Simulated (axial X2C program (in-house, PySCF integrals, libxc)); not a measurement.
**A two-component session on AlO: properties at the nuclei**

Aim: properties at the nuclei of AlO, with spin–orbit coupling in the Hamiltonian from the start.

Program: an in-house X2C program for linear molecules on PySCF integrals. Level of theory: two-component X2C with atomic mean-field terms, Al dyall-av3z, O dyall-av3z. These are calculated values, not measurements.

## (1) The job

task.json reads:

```json
{"zs": [13, 8], "q": 0, "bas": ["dyall-av3z", "dyall-av3z"], "r0": 1.7, "levels": ["PBE0", "HF", "B3LYP"], "nst": 1, "ff": 1, "thr": -3.5, "nmax": 130, "opt": {"ecut": 60}}
```

Keys: zs atomic numbers; q charge; bas basis sets; r0 starting distance in Å; levels methods (HF also brings MP2); nst determinants followed; ff finite-field run; thr threshold in hartree for freezing inner shells (an s shell follows its p shell); nmax most natural virtual spinors; ecut virtual cutoff in hartree.

Run with:

```bash
$ python soeom.py task.json out
```

After this run come: Expectation values, lowest determinant; Finite-field coupled cluster.

Before running it: what results should come out? Wanted: lowest determinant; Eeff magnitude; Ws magnitude Al; A∥/gI Al; qzz Al (for each run or level that gives them).

As calculated:

| quantity | value |
| --- | --- |
| lowest determinant | Ω = 1/2 (excess of +ω over −ω: ω = 1/2) |
| Eeff magnitude (GV/cm), PBE0 | 0.143 |
| Ws magnitude Al (kHz), PBE0 | 0.109 |
| A∥/gI Al (MHz), PBE0 | 358 |
| qzz Al (a.u.), PBE0 | -0.80 |
| Eeff magnitude (GV/cm), CCSD(T) | 0.0584 |
| Ws magnitude Al (kHz), CCSD(T) | 0.0311 |
| A∥/gI Al (MHz), CCSD(T) | 481 |
| qzz Al (a.u.), CCSD(T) | -0.89 |

In the first state, the effective field runs from 0.14 to 0.186 GV/cm over the mean-field levels. The expectation values come from single determinants, which for open shells can mix terms of unlike spin or miss the lowest Ω, so a determinant need not be a state. Eeff is the effective electric field on the electron dipole moment in this Ω state and Ws the scalar–pseudoscalar constant (defined with the proton number Z and per Ω); A∥ is the parallel hyperfine constant, which follows by multiplying with the nuclear g factor gI = μI/(I μN); qzz is the electric field gradient, eQq0 = 234.96 MHz × Q/barn × qzz; μ is positive if O is the positive end. The operators were transformed with the bare-nucleus X2C matrices. Correlation of the inner shells is missing, which matters for properties at the nucleus.
